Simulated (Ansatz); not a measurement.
Geometry optimisation, Ansatz 0.2.0, RKS CAM-B3LYP-D4/cc-pVDZ.

Input:

```yaml
crystal:
  periodic: [false, false, false]
  atoms:
    - { symbol: Si, position_ang: [0.0, 0.0, 0.0] }
    - { symbol: "N", position_ang: [0.0, 0.0, 1.82] }
    - { symbol: H, position_ang: [-0.877, -0.2713, 2.35] }
    - { symbol: H, position_ang: [0.877, 0.2713, 2.35] }
    - { symbol: H, position_ang: [1.3768, 0.0, -0.4862] }
    - { symbol: C, position_ang: [-0.8808, 1.5259, -0.6227] }
    - { symbol: H, position_ang: [-1.9334, 1.2723, -0.8671] }
    - { symbol: H, position_ang: [-0.8624, 2.3106, 0.1622] }
    - { symbol: H, position_ang: [-0.3704, 1.9025, -1.5336] }
    - { symbol: H, position_ang: [-0.6877, -1.1914, -0.4862] }
basis:
  gaussian: { orbitals: cc-pVDZ }
hamiltonian:
  xc: cam_b3lyp
  dispersion: d4
relax:
  f_tol: 0.02
  max_steps: 40
```

Command:

```bash
$ ansatz run input.yaml --threads 2 --pin off --max-ram 3072MiB --backend cpu --events-out ev --progress --plain --runs-dir out
```

Q: Where does it end, and by what steps?

A: The run converged. After 11 steps the energy has fallen by 0.361 eV; H7 moved furthest, 0.57 Å.

```tsv
step	energy less start (eV)	largest force component (eV/Å)	accepted
0	0.0000	2.401	yes
1	-0.2488	1.179	yes
2	-0.2995	0.197	yes
3	-0.2905	0.626	no
4	-0.3218	0.141	yes
5	-0.3343	0.874	yes
6	-0.3569	0.074	yes
7	-0.3383	0.308	no
8	-0.3591	0.043	yes
9	-0.3600	0.112	yes
10	-0.3604	0.030	yes
11	-0.3605	0.002	yes
```

```xyz
10
Properties=species:S:1:pos:R:3
Si 0.056 0.022 0.050
N 0.015 -0.235 1.779
H -0.886 -0.446 2.201
H 0.505 0.438 2.363
H 1.497 0.136 -0.331
C -0.859 1.538 -0.594
H -1.931 1.493 -0.346
H -0.448 2.465 -0.164
H -0.769 1.605 -1.691
H -0.538 -1.197 -0.581
```

Run time: 24 s on 2 threads of Arm Neoverse V1 (shared host), peak memory 0.17 GiB.
